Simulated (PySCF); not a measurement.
Species: C4H3N (charge +1 and doublet state).
Cartesian coordinates in Å at the GFN2-xTB level; atoms count from 1:
```xyz
8
C4H3N angstrom
N      2.902   -0.496   -0.150
C      1.759   -0.370   -0.148
C      0.403   -0.207   -0.020
C     -0.836   -0.711    0.181
C     -0.753    0.721   -0.060
H     -1.448   -1.550    0.442
H     -1.027    1.415    0.747
H     -0.991    1.207   -1.016
```

As a line formula: `N#C[C+]1[CH]C1` [radical] (charge +1).

Theory: PySCF 2.14.0, UKS B3LYP, pcH-1 on C H N, non-relativistic, mean-field spin-orbit, GIAO. Isolated species at its GFN2-xTB geometry, gas phase. The geometry wasn't refined by DFT: couplings that depend on bond lengths, twists or pyramidal angles can differ widely from those at the functional's own minimum, by a factor of two or more for some ions and for spin on atoms past the first row. The SCF solution wasn't tested for stability.

(1) Match the computed a_iso(13C) values -50.4, +32.8, -23.5, +20.0 MHz with the sites C2; C3; C4; C5.

(2) The isotropic 1H couplings, averaged over equivalent nuclei, are +285.3, -28.7 MHz. Assign them to H6; H7/H8.

Results:

(1) 
| site | a_iso (MHz) | ρ(0) (bohr⁻³) | position | distance from C4 (Å) | spin population | largest \|T\| (MHz) |
| --- | --- | --- | --- | --- | --- | --- |
| C2 | -23.5 | -0.0209 | 1 bond from N1 | 2.64 | -0.07 | 10.1 |
| C3 | +20.0 | +0.0178 | a main spin site | 1.35 | +0.27 | 50.9 |
| C4 | +32.8 | +0.0292 | largest spin population | 0.00 | +0.39 | 69.4 |
| C5 | -50.4 | -0.0448 | 1 bond from C4 | 1.45 | -0.03 | 17.7 |

(2) 
| site | a_iso (MHz) | ρ(0) (bohr⁻³) | position | distance from C4 (Å) | bound to | spin population there | largest \|T\| (MHz) |
| --- | --- | --- | --- | --- | --- | --- | --- |
| H6 | -28.7 | -0.0064 | 1 bond from C4 | 1.07 | C4 | +0.39 | 20.1 |
| H7/H8 | +285.3 | +0.0638 | 2 bonds from C4 | 2.24 | C5 | -0.03 | 15.6 |

ρ(0) is the spin density at the nucleus and T the dipolar tensor; entries for several nuclei are means. Largest spin populations (Mulliken): C4 (+0.39), C3 (+0.27), N1 (+0.24) and H8 (+0.11). Three atoms exceed +0.15. The positive populations add up to 1.12 and the negative ones to -0.12, together 2S = 1. Main spin sites, with 60 % or more of the largest population: N1, C3, C4; positions count bonds from the nearest.

Examples of negative spin density at the nucleus (bohr⁻³): C5 (-0.0448), C2 (-0.0209) and H6 (-0.0064).

Means are taken over nuclei equivalent by connectivity, which assumes that they swap fast.

The SMILES `N#C[C+]1[CH]C1` draws the unpaired electron on C4, whose computed spin population is only +0.39.
